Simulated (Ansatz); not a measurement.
Ansatz (an electronic-structure program) input (B3LYP/6-31G*):

Ansatz 0.2 input:
```yaml
crystal:
  periodic: [false, false, false]
  atoms:
    - {symbol: C, position_ang: [0.72939132, 1.79071230, -0.02854525]}
    - {symbol: C, position_ang: [0.76373037, 0.27587778, -0.05818423]}
    - {symbol: C, position_ang: [-0.63987004, -0.27769264, -0.00284633]}
    - {symbol: C, position_ang: [-0.67727700, -1.81581189, -0.02334583]}
    - {symbol: H, position_ang: [1.74370385, 2.23020710, 0.02606029]}
    - {symbol: H, position_ang: [-1.70103734, -2.23112948, -0.01789707]}
    - {symbol: H, position_ang: [0.14890055, 2.30528448, 0.80856032]}
    - {symbol: H, position_ang: [0.27401467, 2.21447900, -0.94927216]}
    - {symbol: H, position_ang: [-0.15724510, -2.22232040, 0.85788859]}
    - {symbol: H, position_ang: [-0.14055380, -2.18777732, -0.90636021]}
    - {symbol: H, position_ang: [1.29453057, -0.06568119, 0.86216646]}
    - {symbol: H, position_ang: [-1.22099694, 0.07928161, -0.87984913]}
    - {symbol: H, position_ang: [-1.29716421, 0.03914284, 0.87623259]}
basis:
  gaussian:
    orbitals: 6-31G*
hamiltonian:
  xc: {name: B3LYP}
total_charge: -1
phonons: {temperatures: {t_min: 298.15, t_max: 298.15, t_step: 100}}
```

### Question
Which harmonic wavenumbers does it give?

### Answer
130, 235, 247, 304, 428, 748, 802, 858, 953, 984, 1023, 1083, 1119, 1199, 1268, 1324, 1380, 1395, 1422, 1484, 1503, 1513, 1531, 1540, 2490, 2542, 2819, 2879, 2888, 2952, 2965, 3029, 3069 cm⁻¹ (unscaled; negative means imaginary).
